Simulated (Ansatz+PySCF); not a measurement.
Results of a calculation; reference values are marked as such.
Input for Ansatz (development build ahead of 0.2.0):

```yaml
crystal:
  periodic: [false, false, false]
  atoms:
    - { symbol: C, position_ang: [0.00951, -0.02211, -0.80339] }
    - { symbol: C, position_ang: [0.03304, -0.02206, 0.78992] }
    - { symbol: H, position_ang: [-0.0065, -0.97485, -1.15836] }
    - { symbol: H, position_ang: [-0.89276, 0.51549, -1.11559] }
    - { symbol: H, position_ang: [0.88134, 0.56121, -1.17194] }
    - { symbol: H, position_ang: [-0.01466, 1.02776, 1.21276] }
    - { symbol: H, position_ang: [-0.93131, -0.50945, 1.1877] }
    - { symbol: H, position_ang: [0.89811, -0.56007, 1.15743] }
basis:
  gaussian: { orbitals: def2-SVP }
magnetization:
  spin_polarized: true
hamiltonian:
  xc: hf
```

The input is written out in the form of the current development build from the run's settings.

The run gave:

- Converged: yes
- Total energy: -79.16328 hartree
- Spin squared of the determinant: 0.000
- Stability test: minimum
